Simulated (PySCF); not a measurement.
# Static response to an electric field

C₃FN₂ (charge -1).
Geometry (GFN2-xTB, Å), atoms numbered from 1 in this order:
```
atom  x, y, z in Å
N1    -2.222   -0.835   -0.053
C2    -1.203   -0.269   -0.052
C3     0.001    0.374   -0.048
F4    -0.001    1.783   -0.205
C5     1.205   -0.251    0.103
N6     2.224   -0.802    0.233
```

Level: CAM-B3LYP/def2-SVPD (PySCF), static field, nuclei fixed, core orbitals frozen in the response. The polarisability tensor in these axes (au):

```
x   84.06  0.36  3.19
y    0.36 45.69 -1.25
z    3.19 -1.25 34.92
```

Problem. What are the eigenvalues, a third of the trace, and Δα (Δα² = ½Σ(αi − αj)² over the three pairs)?

Solution. Principal values 34.57, 45.84 and 84.27 au; mean 54.89 au = 8.13 Å³ = 9.05 × 10⁻⁴⁰ C²·m²/J; Δα = 45.13 au (82 % of the mean).

Problem. In TDDFT the mean static polarisability is Σ f/ω² over all singlet excitations (ω in hartree). How much of it do the 8 lowest give? Their energies (eV) and oscillator strengths: 2.94, 0.0004; 4.67, 0.0001; 5.59, 0.0000; 5.98, 0.2712; 6.13, 0.0000; 6.22, 0.0048; 7.41, 0.0000; 7.44, 0.0005.

Solution. They add up to 5.74 au, 10.5 % of the 54.89 au; the largest single term is 5.61 au, from the state at 5.98 eV. Terms in order: 0.03, 0.00, 0.00, 5.61, 0.00, 0.09, 0.00, 0.01 au. Higher excitations give the rest. The strengths listed sum to 0.277.

Problem. Directions of the eigenvectors, and the extent of the frame along each?

Solution. Largest value along (1.00, 0.01, 0.06), where the nuclei span 4.46 Å; middle along (0.00, 0.99, -0.11), 2.62 Å; least along (-0.06, 0.11, 0.99), 0.00 Å. The response follows the extents in order.

Problem. Give the eigenvalues of the traceless quadrupole moment Θ = ½Σq(3rr − r²1), origin at the centre of nuclear charge.

Solution. -21.39, 5.07, 16.32 D·Å. The values depend on the origin, since the species is charged. The electronic extent ⟨r²⟩ about the same centre is 556 bohr², a root-mean-square distance of 1.93 Å for the 42 electrons.

Geometry: GFN2-xTB; no solvent, vibrations or thermal averaging.
